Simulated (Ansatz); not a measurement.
One change: `NC[SiH3]` becomes `CC[SiH3]`.

Ansatz, PBE0-D4/def2-TZVP geometries, multiplicity 1. Each molecule was computed in one conformer, which needn't be the lowest.

```
                                                                                  property  `NC[SiH3]`
                                                        HOMO energy (PBE0/def2-TZVPP) / eV       -6.96
                                            zero-point energy (PBE0-D4/def2-TZVP) / kJ/mol       207.8
                                                         LUMO energy (PBE/def2-TZVPP) / eV       -0.20
ideal-gas entropy at 298 K and 1 bar (rigid rotor, harmonic PBE0-D4/def2-TZVP) / J/(mol·K)         295
                                                         HOMO energy (PBE/def2-TZVPP) / eV       -5.49
                                                     HOMO energy (ωB97M-V/def2-TZVPP) / eV       -9.36
```

(1) What does the change do to each property? (Estimate.)

Answers

(1) Computed: 
| property | `CC[SiH3]` | shift |
| --- | --- | --- |
| HOMO energy (PBE0/def2-TZVPP) / eV | -8.52 | -1.56 |
| zero-point energy (PBE0-D4/def2-TZVP) / kJ/mol | 235.8 | 28.0 |
| LUMO energy (PBE/def2-TZVPP) / eV | -0.09 | 0.11 |
| ideal-gas entropy at 298 K and 1 bar (rigid rotor, harmonic PBE0-D4/def2-TZVP) / J/(mol·K) | 298 | 3 |
| HOMO energy (PBE/def2-TZVPP) / eV | -7.24 | -1.75 |
| HOMO energy (ωB97M-V/def2-TZVPP) / eV | -10.77 | -1.41 |

With PBE0 the HOMO falls by 1.56 eV and the LUMO rises by 0.08 eV, so the gap widens by about 1.64 eV. PBE moves the HOMO by -1.75 eV and ωB97M-V by -1.41 eV. The zero-point energy changes by 28.0 kJ/mol with +3 modes.
